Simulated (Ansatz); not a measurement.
Ansatz (a first-principles code) input (CCSD(T)/def2-SVP):

Ansatz 0.2 input:
```yaml
crystal:
  periodic: [false, false, false]
  atoms:
    - {symbol: C, position_ang: [0.01102909, 0.00659034, 0.69372728]}
    - {symbol: C, position_ang: [-0.01102909, -0.00659034, -0.69372728]}
    - {symbol: H, position_ang: [-0.20866404, 0.91610177, 1.25199051]}
    - {symbol: H, position_ang: [0.24863065, -0.89222006, 1.26189918]}
    - {symbol: H, position_ang: [0.21203297, 0.89129169, -1.26921414]}
    - {symbol: H, position_ang: [-0.25199958, -0.91517340, -1.24467556]}
basis:
  gaussian:
    orbitals: def2-SVP
total_charge: 1
magnetization: {spin_polarized: true, initial_magnetization: 1}
correlation: {method: ccsd_t, electrons: outside_noble_gas}
```

Output:

```
Functional definition: HF
integrals: 0.03 GiB planned
502 factors; integrals over basis functions are off by at most 1.8e-3 eV
mean field: 0.08 GiB planned
mean field evaluation 1: about -2110.9522 eV, gradient 1.6e1 eV
mean field evaluation 2: about -2110.9534 eV, gradient 1.6e1 eV
mean field evaluation 4: about -2112.8587 eV, gradient 1.8e0 eV
mean field evaluation 8: about -2112.9617 eV, gradient 9.2e-2 eV
mean field evaluation 16: about -2112.9309 eV, gradient 8.4e-1 eV
mean field evaluation 32: about -2107.8644 eV, gradient 6.9e-3 eV
mean field -2112.96188408 eV, -77.6499170230 hartree, gradient 1.4e-6 eV, S^2 0.759354; 0 other end points of the search recorded, 0 dependent functions left out
2 core orbitals not correlated
reference -2112.96188408 eV, -77.6499170230 hartree; 6, 5 occupied and 40, 41 virtual orbitals, 502 factors
second order -6.09805256 eV of doubles, -0.00000000 eV of singles
coupled cluster: 0.12 GiB planned
cycle   1  -6.77678737 eV  change   -6.8e-1 eV  update   5.4e-2
cycle   2  -7.00134189 eV  change   -2.2e-1 eV  update   1.9e-2
cycle   3  -7.02392914 eV  change   -2.3e-2 eV  update   9.2e-3
cycle   4  -7.02472961 eV  change   -8.0e-4 eV  update   5.6e-3
cycle   5  -7.02558015 eV  change   -8.5e-4 eV  update   3.2e-3
cycle   6  -7.02592801 eV  change   -3.5e-4 eV  update   1.2e-3
cycle   7  -7.02604883 eV  change   -1.2e-4 eV  update   4.8e-4
cycle   8  -7.02603413 eV  change    1.5e-5 eV  update   1.3e-4
cycle   9  -7.02605549 eV  change   -2.1e-5 eV  update   4.0e-5
cycle  10  -7.02606325 eV  change   -7.8e-6 eV  update   1.1e-5
perturbative correction -0.17568983 eV, -0.0064564822 hartree
Total energy: -2120.16363716 eV, -77.9145765672 hartree
```
